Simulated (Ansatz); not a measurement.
Input file:

```yaml
crystal:
  periodic: [false, false, false]
  atoms:
    - {symbol: N, position_ang: [0.000000, 0.000000, 0.000000]}
    - {symbol: N, position_ang: [0.000000, 0.000000, 1.089486]}
basis:
  gaussian: {orbitals: cc-pVDZ}
total_charge: 1
magnetization: {spin_polarized: false, initial_magnetization: 1}
correlation: {method: fic_mrcisd_q, electrons: outside_noble_gas, active_space: {window: {electrons: 9, orbitals: 8}, shells: [{species: "N", l: s, shell: 2}, {species: "N", l: p, shell: 2}]}}
```

```sh
$ ansatz run in.yaml --threads 1 --pin off --events-out ev --progress --plain --max-ram 2764MiB --backend cpu
```

The program prints:

```
488 factors; integrals over basis functions are off by at most 5.4e-8 eV
mean field evaluation 1: about -2948.7732 eV, gradient 7.8e0 eV
mean field evaluation 2: about -2948.7774 eV, gradient 7.8e0 eV
mean field evaluation 4: about -2948.9253 eV, gradient 4.1e-1 eV
mean field evaluation 8: about -2948.9259 eV, gradient 5.2e-5 eV
mean field evaluation 16: about -2948.9259 eV, gradient 8.2e-6 eV
mean field evaluation 32: about -2949.3937 eV, gradient 1.0e-1 eV
mean field evaluation 64: about -2948.9259 eV, gradient 2.8e-6 eV
mean field -2949.39632489 eV, -108.3883157670 hartree, gradient 5.8e-7 eV, S^2 0.750000; 10 other end points of the search recorded, 0 dependent functions left out
reference -2949.39632489 eV, -108.3883157670 hartree; 7, 6 occupied and 21, 22 virtual orbitals, 488 factors
state -2954.52403762 eV, -108.5767557341 hartree
contracted CI cycle   1: correlation 0.00000000 eV, 0.0000000000 hartree, residual 1.99e1 eV
contracted CI cycle   2: correlation -3.71082479 eV, -0.1363702956 hartree, residual 3.10e0 eV
contracted CI cycle   3: correlation -3.79484371 eV, -0.1394579342 hartree, residual 4.51e-1 eV
contracted CI cycle   4: correlation -3.79688988 eV, -0.1395331295 hartree, residual 8.16e-2 eV
contracted CI cycle   5: correlation -3.79695466 eV, -0.1395355099 hartree, residual 1.55e-2 eV
contracted CI cycle   6: correlation -3.79695687 eV, -0.1395355912 hartree, residual 2.61e-3 eV
contracted CI cycle   7: correlation -3.79695693 eV, -0.1395355935 hartree, residual 4.54e-4 eV
state -2954.52403762 eV, -108.5767557341 hartree; corrected -2958.47537677 eV, -108.7219647696 hartree
Total energy: -2958.47537677 eV, -108.7219647696 hartree
Checks for a lower state left out: starts, orbital_swaps
```

Natural occupations: 1.9895 1.9320 1.9179 1.9179 1.0449 0.0899 0.0899 0.0180.

For the same geometry and basis full CI lies 10.0 meV higher.

Ran on 1 thread of AMD EPYC 7R13, shared host: 2.1 s wall, 0.23 GiB peak host memory.
